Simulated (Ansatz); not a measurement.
# SiH3F (triplet): from Hartree-Fock to the top rungs, cc-pVTZ

One table from this session's results is given with a row withheld; the runs are named, their logs left out.

Computed with Ansatz 0.2.0, Gaussian basis. Level: cc-pVTZ, core rule «outside noble gas», up to 6 orbitals frozen.

The runs, in order: UHF; CCSD(T) on ROHF; CCSD(T) on UHF; BCCD(T) on ROHF; CCSDT(Q) on ROHF; CCSDT(Q) on UHF.

7 further runs of the same task are left out: 3 for a known fault of the program, 1 that didn't finish, 3 set aside as unsound or not needed.

## The geometry

The geometry is a PBE0/def2-TZVP stationary point (not a proven minimum) of the parent state, kept for this charge and spin.

5 atoms, charge 0, spin multiplicity 3.

Atoms are counted from 1 here; the program's logs count them from 0.

Bond lengths: Si1–F2 1.600 Å, Si1–H3 1.482 Å, Si1–H4 1.482 Å, Si1–H5 1.482 Å. Angles: F2–Si1–H3 108.3°, F2–Si1–H4 108.3°, F2–Si1–H5 108.3°, H3–Si1–H4 110.6°, H3–Si1–H5 110.6°, H4–Si1–H5 110.6°.

Set-up of the first run:

Contents of in.yaml:

```yaml
crystal:
  periodic: [false, false, false]
  atoms:
    - {symbol: Si, position_ang: [-0.578455, -0.004376, 0.002820]}
    - {symbol: F, position_ang: [1.021345, 0.007727, -0.004979]}
    - {symbol: H, position_ang: [-1.054923, 1.398642, 0.006171]}
    - {symbol: H, position_ang: [-1.033025, -0.712062, 1.222673]}
    - {symbol: H, position_ang: [-1.044915, -0.710281, -1.213571]}
basis:
  gaussian: {orbitals: cc-pVTZ}
magnetization: {spin_polarized: true, initial_magnetization: 2}
hamiltonian: {xc: hf}
output: {orbitals: {seedname: orbitals}}
```

On the command line:

```console
> ansatz run in.yaml --threads 1 --pin off --events-out ev --progress --plain --max-ram 4096MiB --backend cpu
```

Among the steps run: UHF; CCSD(T) on ROHF; CCSD(T) on UHF; BCCD(T) on ROHF; CCSDT(Q) on ROHF; CCSDT(Q) on UHF.

One of the session's tables, all rows but one given; the rest of the session is left out.

It belongs to the step «Misses and costs». 

| method | from UCCSDT(Q) (meV) |
| --- | --- |
| RMP2 | +1026.5 |
| UMP2 | +1099.5 |
| RCCSD | +463.1 |
| UCCSD | +457.2 |
| RCCSD(T) | +53.0 |
| UCCSD(T) | +54.5 |
| BCCD(T) | +47.5 |
| RCCSDT | +22.1 |
| UCCSDT | +21.5 |
| RCCSDT(Q) | ? |
| UCCSDT(Q) | 0 |

Estimate the missing values for RCCSDT(Q).

As computed: from UCCSDT(Q) (meV): +7.3. In the column «from UCCSDT(Q) (meV)» it lies between UCCSDT(Q) (0) and UCCSDT (+21.5).

Left out of the table: ROHF, UHF (another determinant or state than the rows shown).

To keep in mind: Restricted and unrestricted rows rest on different reference determinants; where their highest levels disagree by more than a few hundredths of an eV, they describe different states and don't form one ladder.
